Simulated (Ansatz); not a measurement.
# Worked example: HSiSe, sextet against HSiSe, quartet

Geometry (PBE0/def2-TZVP stationary point of a quartet), kept for both states (HSiSe, quartet: A'; HSiSe, sextet: A'):

```xyz
3

Si    0.0000   -0.1022    1.6811
Se    0.0000    0.0211   -0.6290
H     0.0000    1.1938    2.4308
```

Basis cc-pVDZ; Ansatz 0.2.0. Only valence electrons are correlated (noble-gas cores and the filled d shells of p-block atoms frozen). Prefix R: restricted or restricted open-shell reference; prefix U: unrestricted. No spin–orbit coupling is included, and no scalar relativity.

Full CI isn't at hand for all of this; UCCSDT(Q) serves as the reference, and is uncertain by about the last step of the cluster series.

```json
{"level": "UHF", "E(HSiSe, quartet) (hartree)": "-2689.263735", "E(HSiSe, sextet) (hartree)": "-2689.094990"}
{"level": "UMP2", "E(HSiSe, quartet) (hartree)": "-2689.414399", "E(HSiSe, sextet) (hartree)": "-2689.232251"}
{"level": "UCCSD(T)", "E(HSiSe, quartet) (hartree)": "-2689.450724", "E(HSiSe, sextet) (hartree)": "-2689.267918"}
{"level": "PBE", "E(HSiSe, quartet) (hartree)": "-2690.997408", "E(HSiSe, sextet) (hartree)": "-2690.809703"}
{"level": "wB97M-V", "E(HSiSe, quartet) (hartree)": "-2691.344151", "E(HSiSe, sextet) (hartree)": "-2691.150315"}
{"level": "UCCSDT(Q)", "E(HSiSe, quartet) (hartree)": "-2689.452268", "E(HSiSe, sextet) (hartree)": "-2689.269047"}
```

**Question.** Give the vertical gap, HSiSe sextet less HSiSe quartet, at each level in eV (1 hartree = 27.2114 eV), and each error against UCCSDT(Q).

**Answer.** UCCSDT(Q): (-2689.269047 − (-2689.452268)) × 27.2114 = 4.986 eV (the reference)
wB97M-V: (-2691.150315 − (-2691.344151)) × 27.2114 = 5.275 eV, error 0.289 eV
PBE: (-2690.809703 − (-2690.997408)) × 27.2114 = 5.108 eV, error 0.122 eV
UCCSD(T): (-2689.267918 − (-2689.450724)) × 27.2114 = 4.974 eV, error -0.012 eV
UMP2: (-2689.232251 − (-2689.414399)) × 27.2114 = 4.957 eV, error -0.029 eV
UHF: (-2689.094990 − (-2689.263735)) × 27.2114 = 4.592 eV, error -0.394 eV

Total energies of functionals can't be set beside those of wave-function methods, since they hold the core's correlation and their own absolute errors; only the differences compare.

In so small a basis the reference is far from its limit while semilocal and hybrid functionals are nearer theirs, so the functionals' errors here hold much of the reference's basis and frozen-core error, which can add to them or hide them.

Each level lands on the state that its own search finds. T1 diagnostics of restricted CCSD: 0.033 and 0.021.
